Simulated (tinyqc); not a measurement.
Pariser-Parr-Pople SCF with singles CI, for the molecule c1ccsc1 (SMILES; centres numbered as the heavy atoms are written), step by step. One step of it, computed by the program tinyqc.

Problem. Iteration 1: orbitals and new P. Diagonalise F (the basis is taken as orthonormal) and form P = 2 sum c c over the lowest orbitals.

F (eV):
```
,1C,2C,3C,4S,5C
1C,-4.912056,-4.080937,0.459962,0.545020,-4.172715
2C,-4.080937,-4.911683,-4.173180,0.544959,0.459818
3C,0.459962,-4.173180,-6.198733,-3.778538,0.517092
4S,0.545020,0.544959,-3.778538,-10.230045,-3.778768
5C,-4.172715,0.459818,0.517092,-3.778768,-6.199774
```

pi electrons, sum of z_r less the charge = 6

Give: orbital energies; P after iteration 1.

Solution.

orbital energies (eV): -14.2323  -10.0361  -9.2621  -0.6367  1.7148

P after iteration 1:
```
,1C,2C,3C,4S,5C
1C,1.0766,0.6128,-0.1111,-0.2627,0.7330
2C,0.6128,1.0766,0.7330,-0.2626,-0.1111
3C,-0.1111,0.7330,1.1454,0.5258,-0.3907
4S,-0.2627,-0.2626,0.5258,1.5559,0.5258
5C,0.7330,-0.1111,-0.3907,0.5258,1.1455
```
